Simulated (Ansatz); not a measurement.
# Worked example: correlation energy of Si–O–SiH, quartet

Geometry: that of the Si–O–SiH, doublet, kept fixed. The doublet lies 2.0 eV lower here.

```xyz
4

Si    0.0000    0.0192    1.6628
O     0.0000    0.0469    0.0453
Si    0.0000   -0.0967   -1.6207
H     0.0000    1.4158   -1.8906
```

Basis cc-pVDZ; Ansatz 0.2.0. Only valence electrons are correlated (noble-gas cores frozen), which leaves 15 electrons in 44 orbitals. R marks a restricted (for open shells ROHF) determinant, U an unrestricted one.

Full CI isn't at hand for all of this; UCCSDT(Q) serves as the reference, and is uncertain by about the last step of the cluster series.

Runs differ by some tens of microhartree through their thresholds and, for an open shell, their frozen cores, so steps under 0.03 kcal/mol mean nothing.

```tsv
level	total energy (hartree)
UHF	-653.229005
UMP2	-653.530670
UCCSD	-653.561231
UCCSD(T)	-653.571092
UCCSDT	-653.572287
UCCSDT(Q)	-653.573329
```

Task: What is the correlation energy at UCCSDT(Q), and what share of it do UMP2 and UCCSD(T) recover?

Result: E(corr) = -653.573329 − (-653.229005) = -0.344324 hartree = -9.370 eV. UMP2: -0.301665 / -0.344324 = 87.61 %. UCCSD(T): -0.342087 / -0.344324 = 99.35 %.

Task: By how many kcal/mol does UCCSD(T) miss UCCSDT(Q) (1 hartree = 627.509 kcal/mol), and which steps make up the rest?

Result: -653.571092 − (-653.573329) = 0.002237 hartree = 1.40 kcal/mol. Steps: UCCSDT − UCCSD(T) = -0.75, UCCSDT(Q) − UCCSDT = -0.65 kcal/mol. Differences between like states or geometries often cancel part of this.
